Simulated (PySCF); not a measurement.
These are PySCF with B3LYP-D3(BJ)/def2-TZVP // PBE0-D4/def2-TZVP values and carry that method's errors. All species are isolated molecules in the gas phase. One relaxed conformer stands for a flexible species; it need not be the lowest. B3LYP has the VWN-RPA correlation part, as in Gaussian. 

Reference species (SMILES): `S[C](N)S` (neutral, multiplicity 2).

```yaml
highest_occupied_spin_orbital: -4.35 eV
```

Changed species: `[SH]` (radical fragment; the reference has radical fragment).

Predict the effect on the highest occupied spin orbital.

the highest occupied spin orbital falls by 2.82 eV, to -7.17 eV.
